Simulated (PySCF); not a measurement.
# Frontier orbitals and the lowest excitations

C4H7N.
Cartesian coordinates in Å at the GFN2-xTB level; atoms count from 1:
```
atom  x, y, z in Å
C1    -1.272   -0.497   -0.334
C2    -0.417    0.352    0.598
C3     0.951    0.671   -0.019
C4     1.725   -0.529   -0.212
N5     2.330   -1.488   -0.355
H6    -2.229   -0.721    0.130
H7    -1.459    0.028   -1.270
H8    -0.770   -1.435   -0.561
H9    -0.270   -0.175    1.543
H10   -0.928    1.294    0.813
H11    1.518    1.342    0.633
H12    0.822    1.157   -0.991
```

Level of theory: PySCF 2.14.0, density-fitted response routines, TDDFT wB97X-D/def2-SVPD, vertical, gas phase, core orbitals frozen in the response.

Kohn–Sham orbitals with the atoms that hold most of them (Löwdin shares over 4%, at most four atoms; ? is withheld):

```tsv
orbital	ε (eV)	atoms
LUMO+2	2.84	C4 22%, C3 15%, H11 14%, N5 12%
LUMO+1	2.74	N5 22%, C4 22%, C3 11%, H11 10%
LUMO	2.00	C3 18%, C2 14%, C4 12%, C1 10%
HOMO	-11.25	?
HOMO-1	-11.29	?
HOMO-2	-12.01	N5 21%, C2 20%, C1 16%, H10 9%
HOMO-3	-12.28	N5 48%, C4 11%, C1 11%, C2 10%
```

**Question.** Give the leading atoms of the HOMO-1.

**Answer.** N5 (bonded to C) 42%; C4 (bonded to C and N) 31%; C3 (bonded to 2 C and 2 H) 10%; H12 (bonded to C) 5%. By element: nitrogen 42%, carbon 41% or more, hydrogen 5% or more.

**Question.** Which atoms hold the HOMO, and with what shares?

**Answer.** N5 (bonded to C) 40%; C4 (bonded to C and N) 28%; C3 (bonded to 2 C and 2 H) 11%; C2 (bonded to 2 C and 2 H) 8%. By element: carbon 48% or more, nitrogen 40%.

**Question.** The HOMO–LUMO gap is 13.26 eV. Where does the response calculation put the lowest singlet, and from which orbitals?

**Answer.** S1 is at 7.91 eV (f = 0.0000), 5.34 eV below the gap, made of HOMO-1→LUMO (16%), HOMO→LUMO+3 (13%), HOMO→LUMO+1 (12%). Its leading pair isn't HOMO and LUMO; the energies of that pair differ by 13.29 eV. Without the coupling terms of the response equations the lowest excitation would equal the gap.

Next come S2 at 8.25 eV (f 0.0056), HOMO-1→LUMO+1 (32%), HOMO→LUMO (18%), HOMO→LUMO+3 (12%); S3 at 8.27 eV (f 0.0015), HOMO→LUMO+1 (40%), HOMO-1→LUMO (13%), HOMO-1→LUMO+3 (12%); S4 at 9.18 eV (f 0.0045), HOMO-1→LUMO (34%), HOMO-1→LUMO+2 (24%), HOMO→LUMO (15%); S5 at 9.20 eV (f 0.025), HOMO→LUMO (43%), HOMO-1→LUMO (17%), HOMO→LUMO+2 (16%).

Löwdin shares depend on the basis, the more so with diffuse functions.

One conformer stands for the species.
